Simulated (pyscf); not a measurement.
H₂C=CH–GaH–OH + H₂ -> HO–GaH₂ + H₂C=CH₂ (four-centre exchange; singlet surface; C–Ga, H–H broken, Ga–H, C–H formed). Optimised with ωB97X-D3(BJ)/def2-SVP in PySCF. Energies in kcal/mol from the separated reactants.

| level | barrier | reaction energy |
|---|---|---|
| ωB97X-D3(BJ)/def2-TZVP | 37.8 | -3.5 |
| r²SCAN/def2-TZVP | 32.0 | -4.4 |
| B3LYP-D3(BJ)/def2-TZVP | ? | ? |
| PBE0-D3(BJ)/def2-TZVP | 32.8 | -5.0 |
| ωB97M-D3(BJ)/def2-TZVP | 37.6 | -5.9 |
| HF/def2-TZVP | ? | -9.9 |

Task: What belongs in the gaps?

Result: 
- B3LYP-D3(BJ)/def2-TZVP, barrier: 36.7
- B3LYP-D3(BJ)/def2-TZVP, reaction energy: -5.1
- HF/def2-TZVP, barrier: 50.1

The functionals in the table span 5.7 kcal/mol in this barrier, from r²SCAN to ωB97X-D3(BJ)/def2-TZVP. On the product side the descent ends in a bound adduct (not fully relaxed), 9.8 kcal/mol under the separated species and 51.0 kcal/mol under the saddle at ωB97X-D3(BJ)/def2-TZVP. At the saddle there is also a short Ga–H contact that neither side keeps. One saddle was located; it need not be the lowest between these sides. Elements up to Kr have no core potential and no relativistic terms here.
